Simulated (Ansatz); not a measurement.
# H4MgOSi: a rigid scan of the angle H5–Si3–O2

The task here is to estimate one member of a computed series from the others.

Method: single points in def2-TZVPP; program: Ansatz 0.2.0, Gaussian basis.

Levels: PBE-D4, r2SCAN-D4, PBE0-D4, B3LYP-D4, wB97M-V, Hartree-Fock, MP2, CCSD, CCSD(T). The scan takes 81.5, 89.0, 96.5, 104.0, 111.5, 119.0, 126.5, 134.0, 141.5°.

Cores are frozen in the correlated methods. The outer core shell of Li, Na, Mg and K is correlated. B3LYP uses VWN-RPA correlation.

19 further runs of the same task are left out: 19 set aside as unsound or not needed.

### The starting structure

The minimum, relaxed at PBE0-D4: 7 atoms, charge 0, spin multiplicity 1.

Atoms are counted from 1 here; the program's logs count them from 0.

Bond lengths: Mg1–O2 1.795 Å, Mg1–H4 1.687 Å, O2–Si3 1.611 Å, Si3–H5 1.493 Å, Si3–H6 1.493 Å, Si3–H7 1.493 Å. Angles: O2–Mg1–H4 180.0°, Mg1–O2–Si3 179.9°, O2–Si3–H5 111.5°, O2–Si3–H6 111.5°, O2–Si3–H7 111.5°, H5–Si3–H6 107.4°, H5–Si3–H7 107.4°, H6–Si3–H7 107.4°.

Coordinates:

| atom | x (Å) | y (Å) | z (Å) |
| --- | --- | --- | --- |
| Mg1 | -1.9962 | -0.7308 | -0.5365 |
| O2 | -0.3570 | -0.1428 | -0.1028 |
| Si3 | 1.1139 | 0.3874 | 0.2857 |
| H4 | -3.5373 | -1.2836 | -0.9443 |
| H5 | 1.8360 | 0.9188 | -0.9082 |
| H6 | 1.0496 | 1.4862 | 1.2946 |
| H7 | 1.9522 | -0.7034 | 0.8659 |

Energies of the minimum (eV), from earlier single points: PBE-D4 -15427.36641, r2SCAN-D4 -15434.81431, PBE0-D4 -15428.76597, B3LYP-D4 -15438.89052, wB97M-V -15435.55308, CCSD(T) -15414.61074.

At the minimum the angle H5–Si3–O2 is 111.5°.

The first run:

The input, ccsdt-tzvpp/in.yaml:

```yaml
crystal:
  periodic: [false, false, false]
  atoms:
    - {symbol: Mg, position_ang: [-1.996217, -0.730848, -0.536526]}
    - {symbol: O, position_ang: [-0.356963, -0.142760, -0.102782]}
    - {symbol: Si, position_ang: [1.113929, 0.387443, 0.285732]}
    - {symbol: H, position_ang: [-3.537313, -1.283551, -0.944346]}
    - {symbol: H, position_ang: [1.149843, 0.688502, -1.176256]}
    - {symbol: H, position_ang: [1.049626, 1.486241, 1.294617]}
    - {symbol: H, position_ang: [1.952241, -0.703369, 0.865945]}
basis:
  gaussian: {orbitals: def2-TZVPP}
correlation: {method: ccsd_t}
```

No record of the launch command was kept for these runs.

Among the steps run: H5–Si3–O2 = 81.5°; H5–Si3–O2 = 89.0°; H5–Si3–O2 = 96.5°; H5–Si3–O2 = 104.0°; H5–Si3–O2 = 111.5°; H5–Si3–O2 = 119.0°; H5–Si3–O2 = 126.5°; H5–Si3–O2 = 134.0°; H5–Si3–O2 = 141.5°.

One of the session's tables, all rows but one given; the rest of the session is left out.

It belongs to the step «The curves». Energies less that of the minimum at the same level (eV):

```
      angle (°)  PBE-D4  PBE0-D4  B3LYP-D4  wB97M-V  Hartree-Fock
           81.5   0.775    0.809     0.820    0.816         0.942
           89.0   0.424    0.441     0.446    0.442         0.509
           96.5       ?        ?         ?        ?             ?
          104.0   0.046    0.046     0.047    0.046         0.052
111.5 (minimum)   0.000    0.000     0.000    0.000         0.000
          111.5   0.000    0.000     0.000    0.000         0.000
          119.0   0.041    0.044     0.045    0.046         0.053
          126.5   0.165    0.174     0.178    0.178         0.205
          134.0   0.368    0.388     0.396    0.393         0.453
          141.5   0.651    0.685     0.697    0.692         0.795
```

Q: Estimate the row for angle (°) = 96.5 from the others.

Worked estimate for «PBE-D4». A straight line through the neighbours (89.0, 0.424) and (104.0, 0.046) gives 0.424 + (0.046 − 0.424) × (96.5 − 89.0) / (104.0 − 89.0) = 0.235; a parabola fitted to 4 rows on both sides gives 0.184.

As computed: PBE-D4: 0.184; PBE0-D4: 0.190; B3LYP-D4: 0.192; wB97M-V: 0.190; Hartree-Fock: 0.218. In «PBE-D4» the line misses by +0.051 and the parabola by 0.000.
